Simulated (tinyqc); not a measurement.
CID on RHF in the sto-3g basis, frozen core, for LiH, spin multiplicity 1, step by step. One step of it, computed by the program tinyqc.

Task: Orthogonalisation. S = U s U^T; symmetric (Loewdin) form X = U s^(-1/2) U^T, so that X^T S X = 1.

overlap S, order 1Li 1s, 1Li 2s, 1Li 2px, 1Li 2py, 1Li 2pz, 2H 1s:
$$\begin{pmatrix}
1.000000 & 0.241137 & 0.000000 & 0.000000 & 0.000000 & 0.084735 \\
0.241137 & 1.000000 & 0.000000 & 0.000000 & 0.000000 & 0.423757 \\
0.000000 & 0.000000 & 1.000000 & 0.000000 & 0.000000 & 0.000000 \\
0.000000 & 0.000000 & 0.000000 & 1.000000 & 0.000000 & 0.000000 \\
0.000000 & 0.000000 & 0.000000 & 0.000000 & 1.000000 & 0.532306 \\
0.084735 & 0.423757 & 0.000000 & 0.000000 & 0.532306 & 1.000000
\end{pmatrix}$$

Give: eigenvalues of S; X.

Result:

eigenvalues of S: [0.316, 0.797, 1.000, 1.000, 1.165, 1.722]

X, order 1Li 1s, 1Li 2s, 1Li 2px, 1Li 2py, 1Li 2pz, 2H 1s:
$$\begin{pmatrix}
1.023 & -0.126 & 0.000 & 0.000 & -0.001 & -0.002 \\
-0.126 & 1.128 & 0.000 & 0.000 & 0.132 & -0.311 \\
0.000 & 0.000 & 1.000 & 0.000 & 0.000 & 0.000 \\
0.000 & 0.000 & 0.000 & 1.000 & 0.000 & 0.000 \\
-0.001 & 0.132 & 0.000 & 0.000 & 1.165 & -0.390 \\
-0.002 & -0.311 & 0.000 & 0.000 & -0.390 & 1.270
\end{pmatrix}$$
